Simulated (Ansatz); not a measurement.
An Ansatz input:

```yaml
crystal:
  lattice:
    - [2.7238316772, 0.0, 0.0]
    - [-1.3619158386, 2.3589074281, 0.0]
    - [0.0, 0.0, 4.2857282298]
  atoms:
    - { symbol: Ru, position: [0.3333333333, 0.6666666667, 0.25], spin: 1.0, spin_axis: [0, 0, 1] }
    - { symbol: Ru, position: [0.6666666667, 0.3333333333, 0.75], spin: 1.0, spin_axis: [0, 0, 1] }
hamiltonian:
  xc: pbe
  pseudopotentials:
    kind: paw_fr
    azcp:
      Ru: "pseudopotentials/Ru.paw.azcp"
basis:
  ecutwfc: 420
  fft_grid_basis: typed
kpoints:
  mp_grid: { grid: [13, 13, 7], shift: [0, 0, 0] }
magnetization:
  noncollinear: true
  spin_orbit: true
scf:
  occupations: { method: fermi_dirac, width: 0.05 }
```

and its output:

```
Engine: ansatz 0.2.0, x86_64-unknown-linux-gnu
Pseudopotentials: kind: paw_fr
Pseudopotential: Ru, paw_fr, valence charge 16, recommended cutoff 420 eV (normal) 
Functional definition: PBE
  parameter kappa = 0.804
  parameter beta = 0.06672455060314922
  exchange = pbe_x(kappa = kappa, mu = beta*pi^2/3)
  correlation = pbe_c(beta = beta)
Crystal: 2 atoms, lattice volume = 27.537 Å³
Basis set: ecut = 420 eV, 537 PW (Γ)
Bands: 40, of which v1, the nominal top of the filled ones, is band 32 counted from 1 (31 counted from 0)
Symmetry: 12 space group operations + 12 with time reversal
Magnetic group: BNS 194.270 (UNI 1500), of the structure as read, at distance tolerance 3.0e-5 Å
k-points: 84 of 1183 (time reversal used)
Projection manifold: j_resolved (fully-relativistic pseudo-atomic orbitals)
Non-local potential: Ru, projectors of the file, l = 0: 3, l = 1: 4, l = 2: 4, l = 3: 2
PAW form: soft (Blöchl's): semilocal exchange-correlation on the pseudo side does not see the compensation charge
PAW one-centre angular grid: Ru, 590 points (default); XC on 64 Gauss nodes
Initial density: superposition of atomic densities (chi_scale 0.1, normalization cell)
Starting moments: Σ|m| = 2 μB on 2 of 2 sites
Initial wavefunctions: pseudopotential atomic-orbital guess
Functional: x = pbe(κ = 0.804, μ = 0.2195149727645171), c = pbe(β = 0.06672455060314922)
SCF iter   1: F=—  HF=-11761.545503 eV  |F-HF|=—  |Δ(HF+E_count)|=         —  Δρ=1.22e-1  dr2=3.99e0  dr2_m=7.04e-1  ethr=3.10e-3  |M|=4.45e-1 ∫|m|=4.58e-1 μB  |m|>n=0.0e0 m-floor=0.0e0 τ_xc=1.1e-15 mc-row=0.0e0  β_m=0.30  ⟨swp⟩=8.1  Hψ=15960  notcnv=0
SCF iter   2: F=—  HF=-11760.923797 eV  |F-HF|=—  |Δ(HF+E_count)|=   6.22e-1  Δρ=8.13e-2  dr2=1.77e0  dr2_m=3.95e-1  ethr=3.10e-3  |M|=3.65e-1 ∫|m|=3.80e-1 μB  |m|>n=0.0e0 m-floor=0.0e0 τ_xc=4.2e-5 mc-row=0.0e0  β_m=0.30  ⟨swp⟩=2.5  Hψ=6062  notcnv=0  defer=97
SCF iter   3: F=—  HF=-11760.412913 eV  |F-HF|=—  |Δ(HF+E_count)|=   5.11e-1  Δρ=5.54e-2  dr2=3.11e-2  dr2_m=1.94e-1  ethr=3.10e-3  |M|=3.65e-1 ∫|m|=3.73e-1 μB  |m|>n=0.0e0 m-floor=0.0e0 τ_xc=3.9e-5 mc-row=0.0e0  β_m=0.30  ⟨swp⟩=2.0  Hψ=6150  notcnv=0  defer=97
SCF iter   4: F=—  HF=-11760.464021 eV  |F-HF|=—  |Δ(HF+E_count)|=   5.11e-2  Δρ=4.42e-2  dr2=7.43e-3  dr2_m=1.23e-1  ethr=9.71e-5  |M|=2.84e-1 ∫|m|=2.93e-1 μB  |m|>n=0.0e0 m-floor=0.0e0 τ_xc=2.7e-5 mc-row=0.0e0  β_m=0.30  ⟨swp⟩=2.2  Hψ=7340  notcnv=0  defer=76
SCF iter   5: F=—  HF=-11760.489156 eV  |F-HF|=—  |Δ(HF+E_count)|=   2.51e-2  Δρ=3.50e-2  dr2=5.53e-5  dr2_m=7.75e-2  ethr=2.32e-5  |M|=2.23e-1 ∫|m|=2.32e-1 μB  |m|>n=0.0e0 m-floor=0.0e0 τ_xc=2.1e-5 mc-row=0.0e0  β_m=0.30  ⟨swp⟩=2.0  Hψ=4998  notcnv=0  defer=76
SCF iter   6: F=—  HF=-11760.501693 eV  |F-HF|=—  |Δ(HF+E_count)|=   1.25e-2  Δρ=2.80e-2  dr2=1.37e-5  dr2_m=4.94e-2  ethr=1.73e-7  |M|=1.72e-1 ∫|m|=1.81e-1 μB  |m|>n=0.0e0 m-floor=0.0e0 τ_xc=1.7e-5 mc-row=0.0e0  β_m=0.30  ⟨swp⟩=2.0  Hψ=6059  notcnv=0  defer=76
SCF iter   7: F=—  HF=-11760.509702 eV  |F-HF|=—  |Δ(HF+E_count)|=   8.01e-3  Δρ=2.23e-2  dr2=8.46e-6  dr2_m=3.13e-2  ethr=4.28e-8  |M|=1.33e-1 ∫|m|=1.42e-1 μB  |m|>n=0.0e0 m-floor=0.0e0 τ_xc=1.3e-5 mc-row=0.0e0  β_m=0.30  ⟨swp⟩=2.6  Hψ=6319  notcnv=0  defer=76
SCF iter   8: F=—  HF=-11760.514818 eV  |F-HF|=—  |Δ(HF+E_count)|=   5.12e-3  Δρ=1.76e-2  dr2=3.11e-7  dr2_m=1.96e-2  ethr=2.64e-8  |M|=1.04e-1 ∫|m|=1.12e-1 μB  |m|>n=0.0e0 m-floor=0.0e0 τ_xc=9.4e-6 mc-row=0.0e0  β_m=0.30  ⟨swp⟩=2.8  Hψ=6723  notcnv=0  defer=76
Mixer restart at iter 8: flushing history
spin-set hold released at iteration 8 (site moments contracting): the magnetisation degrees of freedom join the quasi-Newton model from the next iteration; the mixer history was flushed
SCF iter   9: F=—  HF=-11760.518052 eV  |F-HF|=—  |Δ(HF+E_count)|=   3.23e-3  Δρ=1.40e-2  dr2=1.05e-6  dr2_m=1.23e-2  ethr=3.13e-10  |M|=8.10e-2 ∫|m|=8.89e-2 μB  |m|>n=0.0e0 m-floor=0.0e0 τ_xc=6.8e-6 mc-row=0.0e0  β_m=0.57  ⟨swp⟩=4.0  Hψ=10505  notcnv=0
SCF iter  10: F=—  HF=-11760.523500 eV  |F-HF|=—  |Δ(HF+E_count)|=   5.45e-3  Δρ=1.57e-3  dr2=4.05e-6  dr2_m=1.55e-4  ethr=9.72e-10  |M|=9.47e-3 ∫|m|=1.29e-2 μB  |m|>n=0.0e0 m-floor=0.0e0 τ_xc=4.3e-7 mc-row=0.0e0  β_m=0.72  ⟨swp⟩=4.0  Hψ=10145  notcnv=0  defer=76
SCF iter  11: F=—  HF=-11760.523597 eV  |F-HF|=—  |Δ(HF+E_count)|=   9.70e-5  Δρ=1.83e-4  dr2=1.38e-6  dr2_m=2.11e-6  ethr=9.72e-10  |M|=6.38e-4 ∫|m|=2.17e-3 μB  |m|>n=0.0e0 m-floor=0.0e0 τ_xc=6.4e-8 mc-row=0.0e0  β_m=0.80  ⟨swp⟩=3.0  Hψ=9564  notcnv=0  defer=70
SCF iter  12: F=—  HF=-11760.523602 eV  |F-HF|=—  |Δ(HF+E_count)|=   4.63e-6  Δρ=8.45e-5  dr2=1.76e-6  dr2_m=2.49e-7  ethr=9.72e-10  |M|=2.20e-4 ∫|m|=7.58e-4 μB  |m|>n=0.0e0 m-floor=0.0e0 τ_xc=8.7e-9 mc-row=0.0e0  β_m=0.70  ⟨swp⟩=3.0  Hψ=6883  notcnv=0  defer=70
SCF iter  13: F=—  HF=-11760.523602 eV  |F-HF|=—  |Δ(HF+E_count)|=   4.92e-8  Δρ=1.51e-5  dr2=1.95e-8  dr2_m=1.45e-8  ethr=3.13e-10  |M|=1.78e-5 ∫|m|=1.64e-4 μB  |m|>n=0.0e0 m-floor=0.0e0 τ_xc=9.1e-10 mc-row=0.0e0  β_m=0.68  ⟨swp⟩=1.7  Hψ=10173  notcnv=0
SCF iter  14: F=—  HF=-11760.523602 eV  |F-HF|=—  |Δ(HF+E_count)|=   2.47e-8  Δρ=4.39e-6  dr2=5.46e-11  dr2_m=1.22e-9  ethr=6.09e-11  |M|=1.23e-5 ∫|m|=3.47e-5 μB  |m|>n=0.0e0 m-floor=0.0e0 τ_xc=1.1e-10 mc-row=0.0e0  β_m=0.84  ⟨swp⟩=2.7  Hψ=6683  notcnv=0
SCF iter  15: F=-11760.523602 eV  HF=-11760.523602 eV  |F-HF|=3.64e-12  |Δ(HF+E_count)|=   2.89e-9  Δρ=4.43e-7  dr2=1.44e-11  dr2_m=1.25e-11  ethr=1.00e-12  |M|=3.31e-6 ∫|m|=3.33e-6 μB  |m|>n=0.0e0 m-floor=0.0e0 τ_xc=6.5e-14 mc-row=0.0e0  ⟨swp⟩=3.0  Hψ=9135  notcnv=0
WARN: the starting moments were not kept: the SCF closed with an absolute magnetisation of 3.3e-6 μB, where they sum to 2 μB in size (2 sites). That is at most 0.1 of that sum. Measured as dr2_m measures the in/out step, that magnetisation stands 2.2e-12 eV from none, at or under the dr2_threshold of 1.0e-7 eV: it is no larger than a step whose dr2_m would equal this threshold. The system may hold no moment; this SCF shows only that its start led to no more than that. To try another start: raise the starting moments (crystal.atoms[].spin, magnetization.per_species, magnetization.initial_magnetization, or on a non-collinear deck that types none of these the spinor_matrix: blocks that start its atoms; where the total moment is fixed, keep their sum and leave initial_magnetization as it is; typed ones take the place of any that the run laid by itself, positive ones on a crystal's lanthanoids without a Hubbard term where scf.initial_density.shell_occupations: [] is typed) or, if the notice of its spin-set hold's release reads "site moments contracting" or "site moments show no strong build", lengthen the hold (scf.mixing.spin_hold: { on: { confirm: 4 } }; for m-r²SCAN on two components see the key's manual first). Each may lead to a state that holds a moment. A second SCF, from the converged charge density, with the starting moments and any scf.initial_density.shell_occupations laid on it anew, would have followed, and was not run: the deck does not ask for one (magnetization.retry_lost_moments is false, the default). To let it run, set magnetization.retry_lost_moments: true and run the deck again, where that key's refused combinations let it; where memory then withholds it, that run's warning says so.
SCF 1 converged in 15 iterations: F = -11760.523602 eV  dr2 = 1.44e-11
SCF converged after 15 iterations
Magnetization: |M| = 0.0000 μB,  M = (-0.0000, -0.0000, -0.0000) μB
Absolute magnetization: 0.0000 μB (∫|m|, with the PAW one-centre terms)
  site 0: m = (-0.0000, +0.0000, -0.0000) μB, |m| = 0.0000 μB  (R = 1.10 Å)
  site 1: m = (+0.0000, -0.0000, -0.0000) μB, |m| = 0.0000 μB  (R = 1.10 Å)
Free energy (F): -11760.523602 eV
Harris-Foulkes:  -11760.523602 eV  (|F-HF|=3.64e-12)
Internal energy: -11760.509429 eV  (E = F + TS)
E sigma→0 (E₀):  -11760.516516 eV
Entropy (-TS):   -0.014172 eV (-7.086 meV/atom)
Fermi energy:    23.174430 eV
--- Per-component energies (eV) ---
  E_band       = -118.467102
  E_kinetic    = 1027.280331
  E_local      = -2544.434444  (includes V_loc(G=0)·N_el)
  E_nonlocal   = 685.177515
  E_hartree    = 817.432832
  E_xc         = -380.902412
  E_vxc        = -478.208855  (∫ρ·V_xc dr)
  E_paw        = -6923.889173  (= ΣΔE_a)
  E_vpaw       = -443.146756  (= ΣTr[D̂ρ^β])
  E_aug_tail   = -0.000386  (compensation charges beyond the density's cutoff)
  E_ewald      = -4441.173692
  E_smearing   = -0.014172  (= −TS)
  E_closure    = 0.000000  (closes the sum)
  Σ components = -11760.523602   (vs F -11760.523602, Δ=0.00e0)
```
